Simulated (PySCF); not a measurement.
**Electric properties by functional and basis**

Compound: fulvene, C₆H₆.
Z-matrix (Å and degrees, PBE0-D3(BJ)/def2-SVP geometry), rows numbered from 1:
```
C 
C   1  1.3446
C   2  1.4702  1  126.76
C   3  1.3543  2  107.72  1  -179.97
C   4  1.4700  3  109.03  2    -0.01
C   5  1.3543  4  109.11  3    -0.01
H   1  1.0934  2  121.32  3   179.96
H   1  1.0934  2  121.24  3    -0.00
H   3  1.0897  2  124.63  1     0.04
H   4  1.0910  3  126.38  2  -179.98
H   5  1.0910  4  124.55  3  -179.99
H   6  1.0897  2  124.65  1    -0.01
```

PySCF, dipoles from the SCF density, polarisabilities from static response with core orbitals frozen. Geometry: PBE0-D3(BJ)/def2-SVP; no solvent, vibrations or thermal averaging.

Reference dipole: 0.424 D (measured, gas; NIST CCCBDB Release 22 (SRD 101), experimental dipoles). The anisotropy is √(½[(α1 − α2)² + (α2 − α3)² + (α3 − α1)²]).

```json
{"level": "LDA/def2-SVPD", "μ (D)": "0.642", "error (%)": "+51.5", "α (Å³)": "10.86", "anisotropy (Å³)": "7.66"}
{"level": "PBE/def2-SVPD", "μ (D)": "0.630", "error (%)": "+48.7", "α (Å³)": "10.78", "anisotropy (Å³)": "7.71"}
{"level": "B3LYP/def2-SVPD", "μ (D)": "0.620", "error (%)": "+46.1", "α (Å³)": "10.73", "anisotropy (Å³)": "7.81"}
{"level": "PBE0/def2-SVPD", "μ (D)": "0.642", "error (%)": "+51.3", "α (Å³)": "10.62", "anisotropy (Å³)": "7.72"}
{"level": "BHandHLYP/def2-SVPD", "μ (D)": "0.616", "error (%)": "+45.2", "α (Å³)": "10.62", "anisotropy (Å³)": "7.93"}
{"level": "CAM-B3LYP/def2-SVPD", "μ (D)": "0.610", "error (%)": "+43.9", "α (Å³)": "10.63", "anisotropy (Å³)": "7.82"}
{"level": "wB97X-D/def2-SVPD", "μ (D)": "0.637", "error (%)": "+50.2", "α (Å³)": "10.67", "anisotropy (Å³)": "7.71"}
{"level": "LC-wPBE/def2-SVPD", "μ (D)": "0.604", "error (%)": "+42.5", "α (Å³)": "10.37", "anisotropy (Å³)": "7.66"}
{"level": "HF/def2-SVPD", "μ (D)": "0.578", "error (%)": "+36.4", "α (Å³)": "10.70", "anisotropy (Å³)": "8.34"}
{"level": "PBE0/6-31G*", "μ (D)": "0.615", "error (%)": "+45.0", "α (Å³)": "8.68", "anisotropy (Å³)": "9.43"}
{"level": "PBE0/def2-SVP", "μ (D)": "0.676", "error (%)": "+59.5", "α (Å³)": "9.24", "anisotropy (Å³)": "8.84"}
{"level": "PBE0/6-31+G*", "μ (D)": "0.651", "error (%)": "+53.6", "α (Å³)": "10.44", "anisotropy (Å³)": "8.07"}
{"level": "PBE0/aug-cc-pVDZ", "μ (D)": "0.616", "error (%)": "+45.2", "α (Å³)": "11.01", "anisotropy (Å³)": "7.71"}
{"level": "PBE0/def2-TZVP", "μ (D)": "0.599", "error (%)": "+41.2", "α (Å³)": "10.38", "anisotropy (Å³)": "8.23"}
{"level": "PBE0/def2-TZVPD", "μ (D)": "0.618", "error (%)": "+45.7", "α (Å³)": "10.93", "anisotropy (Å³)": "7.76"}
```

For the dipole, the smallest error is 36.4% (HF/def2-SVPD) and the largest 59.5% (PBE0/def2-SVP). Even the closest misses by 36%. The dipole runs from 0.58 D (HF/def2-SVPD) to 0.68 D (PBE0/def2-SVP). No reference polarisability is at hand; against PBE0 in the largest diffuse basis at hand (def2-TZVPD) the other PBE0 rows deviate by 6-31G* -21%, def2-SVP -15%, 6-31+G* -4%, def2-SVPD -3%, aug-cc-pVDZ +1%, def2-TZVP -5%. In one basis (def2-SVPD) the functionals order the polarisability from LC-wPBE (lowest) to LDA (highest), a spread of 5%. With PBE0 the polarisability is 9.43 Å³ without diffuse functions (mean of 6-31G*, def2-SVP and def2-TZVP) and 10.75 Å³ with them (mean of 6-31+G*, def2-SVPD, aug-cc-pVDZ and def2-TZVPD). Measured values can belong to vibrating molecules; the computed ones are for one fixed geometry.
